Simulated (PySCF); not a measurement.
methyl formate (C2H4O2), SMILES COC=O. Geometry: PBE-D3(BJ)/def2-SVP. The values are those of a single conformer.

Q: Give the equilibrium geometry at PBE-D3(BJ)/def2-SVP (PySCF confirms it by a frequency run) as a Z-matrix, and its point group. (The exact figures need the calculation; the answer reports its results.)

A: This is not unique; one that fits is point group Cs.
```
O
C 1 1.3482
O 2 1.2101 1 125.75
H 2 1.1202 3 125.79 1 180.00
C 1 1.4364 2 115.22 4 180.00
H 5 1.1042 1 106.15 2 180.00
H 5 1.1087 6 110.42 1 120.18
H 5 1.1087 6 110.42 7 119.63
```
